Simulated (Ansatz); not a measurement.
# SiHClO (SMILES O[Si]Cl): CCSD(T)/STO-3G

Aim: the vertical singlet–triplet gap of SiHClO at CCSD(T)/STO-3G, from 2 runs. 

The results are computed with Ansatz 0.2.0.

82 further runs of the same task are left out: 1 that didn't finish, 81 set aside as unsound or not needed.

## (1) The structure to begin with

SiHClO: 4 atoms, total charge 0, spin state singlet. SMILES: `O[Si]Cl`. Geometry: relaxed at PBE0-D4/def2-TZVP.

Bond lengths: O1–Si2 1.637 Å, Si2–Cl3 2.110 Å, O1–H4 0.963 Å. Angles: O1–Si2–Cl3 101.3°, Si2–O1–H4 120.4°.

## (2) A single-point energy at CCSD(T)/STO-3G

Input file run.yaml:

```yaml
basis:
  gaussian:
    orbitals: STO-3G
crystal:
  periodic: [false, false, false]
  atoms:
    - {symbol: O, position_ang: [-0.911800, 0.450200, -0.308700]}
    - {symbol: Si, position_ang: [-0.434200, -0.789700, 0.647000]}
    - {symbol: Cl, position_ang: [1.662300, -0.701000, 0.421400]}
    - {symbol: H, position_ang: [-0.260800, 0.980400, -0.780000]}
correlation:
  method: ccsd_t
  frozen_orbitals: {Cl: 5, H: 0, O: 1, Si: 5}
accuracy: high
scf:
  omitted_lower_state_checks: [cluster_reference, increment]
```

Command:

```
$ ansatz run run.yaml --threads 1 --pin off --max-ram 2610MiB --events-out events.jsonl --progress --plain --runs-dir runs
```

What it wrote:

```text
Warning: RAYON_NUM_THREADS=1 ignored (pool sized by the plan → 1); use --threads N
Functional definition: HF
  name "HF"
  exchange = exact_x
  correlation = 0
these checks for a lower state are left out or cut short: cluster_reference, increment
433 factors; integrals over basis functions are off by at most 3.0e-8 eV
mean field evaluation 1: about -22166.1153 eV, gradient 2.0e1 eV
mean field evaluation 2: about -22166.1780 eV, gradient 2.0e1 eV
mean field evaluation 4: about -22167.9221 eV, gradient 1.4e0 eV
mean field evaluation 8: about -22167.9310 eV, gradient 2.5e-2 eV
mean field -22167.93096169 eV, -814.6564368786 hartree, gradient 1.2e-8 eV, S^2 0.000000; 0 other end points of the search recorded, 0 dependent functions left out
11 core orbitals not correlated: weight in the atoms' cores, before any rotation towards them, 1.000 or more for the frozen orbitals, at most 0.000 for the correlated occupied ones
reference -22167.93096169 eV, -814.6564368786 hartree; 9, 9 occupied and 4, 4 virtual orbitals, 433 factors
second order -2.07399681 eV of doubles, -0.00000000 eV of singles
cycle   1  -2.26807840 eV  change   -1.9e-1 eV  update   9.6e-2
cycle   2  -2.47548666 eV  change   -2.1e-1 eV  update   3.2e-2
cycle   3  -2.54030665 eV  change   -6.5e-2 eV  update   2.0e-2
cycle   4  -2.54120240 eV  change   -9.0e-4 eV  update   4.8e-3
cycle   5  -2.54033296 eV  change    8.7e-4 eV  update   1.9e-3
cycle   6  -2.54041192 eV  change   -7.9e-5 eV  update   6.5e-4
cycle   7  -2.54024786 eV  change    1.6e-4 eV  update   1.4e-4
cycle   8  -2.54026273 eV  change   -1.5e-5 eV  update   3.6e-5
cycle   9  -2.54028445 eV  change   -2.2e-5 eV  update   1.1e-5
cycle  10  -2.54028106 eV  change    3.4e-6 eV  update   2.6e-6
cycle  11  -2.54028022 eV  change    8.4e-7 eV  update   9.6e-7
cycle  12  -2.54027994 eV  change    2.8e-7 eV  update   2.8e-7
cycle  13  -2.54028013 eV  change   -1.9e-7 eV  update   9.9e-8
cycle  14  -2.54028011 eV  change    1.6e-8 eV  update   2.5e-8
cycle  15  -2.54027948 eV  change    6.3e-7 eV  update   1.5e-7
cycle  16  -2.54027935 eV  change    1.3e-7 eV  update   7.7e-8
cycle  17  -2.54027935 eV  change    1.0e-9 eV  update   1.6e-8
cycle  18  -2.54027937 eV  change   -1.8e-8 eV  update   5.8e-9
cycle  19  -2.54027937 eV  change    1.8e-9 eV  update   1.4e-9
cycle  20  -2.54027937 eV  change   9.9e-10 eV  update  4.7e-10
perturbative correction -0.14037501 eV, -0.0051586864 hartree
Total energy: -22170.61161606 eV, -814.7549491099 hartree
Checks for a lower state left out: cluster_reference, increment
```

Wall time 0.24 s (1 thread of Arm Neoverse V1, shared host).

## (3) The triplet at the same level

Input file in.yaml:

```yaml
crystal:
  periodic: [false, false, false]
  atoms:
    - {symbol: O, position_ang: [-0.911800, 0.450200, -0.308700]}
    - {symbol: Si, position_ang: [-0.434200, -0.789700, 0.647000]}
    - {symbol: Cl, position_ang: [1.662300, -0.701000, 0.421400]}
    - {symbol: H, position_ang: [-0.260800, 0.980400, -0.780000]}
basis:
  gaussian:
    orbitals: STO-3G
magnetization:
  spin_polarized: true
  initial_magnetization: 2
correlation:
  method: ccsd_t
  frozen_orbitals: {Cl: 5, H: 0, O: 1, Si: 5}
accuracy: high
scf:
  omitted_lower_state_checks: [cluster_reference, increment]
```

Command:

```
$ ansatz run in.yaml --threads 1 --pin off --max-ram 2610MiB --events-out events.jsonl --progress --plain --runs-dir runs
```

What it wrote:

```text
Warning: RAYON_NUM_THREADS=1 ignored (pool sized by the plan → 1); use --threads N
[... 4 set-up lines as earlier in the session ...]
these checks for a lower state are left out or cut short: cluster_reference, increment
433 factors; integrals over basis functions are off by at most 3.0e-8 eV
mean field evaluation 1: about -22163.3845 eV, gradient 1.2e1 eV
mean field evaluation 2: about -22163.4573 eV, gradient 1.2e1 eV
mean field evaluation 4: about -22164.9072 eV, gradient 1.5e0 eV
mean field evaluation 8: about -22164.9693 eV, gradient 5.6e-4 eV
mean field -22164.96824122 eV, -814.5475589097 hartree, gradient 2.9e-8 eV, S^2 2.001159; 0 other end points of the search recorded, 0 dependent functions left out
11 core orbitals not correlated: weight in the atoms' cores, before any rotation towards them, 1.000 or more for the frozen orbitals, at most 0.000 for the correlated occupied ones
reference -22164.96824122 eV, -814.5475589097 hartree; 10, 8 occupied and 3, 5 virtual orbitals, 433 factors
second order -1.43609819 eV of doubles, -0.00000000 eV of singles
cycle   1  -1.68902341 eV  change   -2.5e-1 eV  update   5.9e-2
cycle   2  -1.83848800 eV  change   -1.5e-1 eV  update   2.4e-2
cycle   3  -1.86721958 eV  change   -2.9e-2 eV  update   1.0e-2
cycle   4  -1.86829539 eV  change   -1.1e-3 eV  update   4.6e-3
cycle   5  -1.86789245 eV  change    4.0e-4 eV  update   2.2e-3
cycle   6  -1.86846469 eV  change   -5.7e-4 eV  update   1.3e-3
cycle   7  -1.86847539 eV  change   -1.1e-5 eV  update   6.9e-4
cycle   8  -1.86846599 eV  change    9.4e-6 eV  update   2.7e-4
cycle   9  -1.86856650 eV  change   -1.0e-4 eV  update   1.3e-4
cycle  10  -1.86853029 eV  change    3.6e-5 eV  update   4.4e-5
cycle  11  -1.86852855 eV  change    1.7e-6 eV  update   2.1e-5
cycle  12  -1.86852840 eV  change    1.5e-7 eV  update   6.9e-6
cycle  13  -1.86853053 eV  change   -2.1e-6 eV  update   2.6e-6
cycle  14  -1.86852920 eV  change    1.3e-6 eV  update   9.2e-7
cycle  15  -1.86852882 eV  change    3.8e-7 eV  update   3.5e-7
cycle  16  -1.86852886 eV  change   -4.4e-8 eV  update   1.4e-7
cycle  17  -1.86852895 eV  change   -9.0e-8 eV  update   7.8e-8
cycle  18  -1.86852899 eV  change   -3.7e-8 eV  update   4.2e-8
cycle  19  -1.86852899 eV  change   -2.3e-9 eV  update   2.8e-8
cycle  20  -1.86852900 eV  change   -9.3e-9 eV  update   2.1e-8
cycle  21  -1.86852885 eV  change    1.5e-7 eV  update   6.1e-8
cycle  22  -1.86852882 eV  change    2.8e-8 eV  update   2.7e-8
cycle  23  -1.86852882 eV  change    5.6e-9 eV  update   1.3e-8
cycle  24  -1.86852882 eV  change   -1.0e-9 eV  update   6.8e-9
cycle  25  -1.86852882 eV  change   2.2e-10 eV  update   3.4e-9
cycle  26  -1.86852882 eV  change  -4.7e-10 eV  update   2.0e-9
perturbative correction -0.05030258 eV, -0.0018485858 hartree
Total energy: -22166.88707262 eV, -814.6180746630 hartree
Checks for a lower state left out: cluster_reference, increment
```

Run time: 0.36 s. Hardware: 1 thread of Arm Neoverse V1, shared host.

## (4) Outcome

At CCSD(T)/STO-3G, 11 core orbitals frozen:

```
                                             quantity          value
                                singlet: total energy  -814.75495 Eh
singlet: correlation energy (11 core orbitals frozen)      -98.5 mEh
                              singlet: (T) correction      -5.16 mEh
                               singlet: T1 diagnostic          0.021
                                triplet: total energy  -814.61807 Eh
triplet: correlation energy (11 core orbitals frozen)      -70.5 mEh
                              triplet: (T) correction      -1.85 mEh
           triplet: ⟨S²⟩ of the reference determinant          2.001
                               triplet: T1 diagnostic          0.015
     vertical energy of the triplet above the singlet       3.725 eV
```

**Reading.** At this shape the triplet lies 3.72 eV (359 kJ/mol) above the singlet. In a minimal basis such a difference can be off by several eV, whatever the method. The T1 diagnostic (singlet) of 0.021 is above the customary mark for such species, so a single reference may not serve. The triples (singlet) make up 5.2 % of the correlation energy. The triples (triplet) make up 2.6 % of the correlation energy.
